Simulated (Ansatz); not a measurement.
The reference is Ag in the fcc (Cu type) structure (space group Fm-3m, No. 225; a = 4.149 Å).

Computed with Ansatz (a program for electronic structure), PBE, PAW, cutoff 420 eV, no spin-orbit coupling.

Modification: Cu takes the place of Ag on all its sites, then cell and atoms are relaxed.

Measured lattice parameter a: Ag 4.062 Å (static lattice; corrected from measurement; as listed in Daniel Mejia-Rodriguez, S. B. Trickey, Phys. Rev. B (2018)); Cu 3.595 Å (static lattice; corrected from measurement; as listed in Gábor I. Csonka et al., Physical Review B (2009)).

How well does PBE reproduce the measured shift?

With PBE the lattice parameter a moves by -0.519 Å (4.149 → 3.630) against -0.467 Å measured.

Whether these cells are dynamically stable was not tested. The final runs are not spin-polarised.
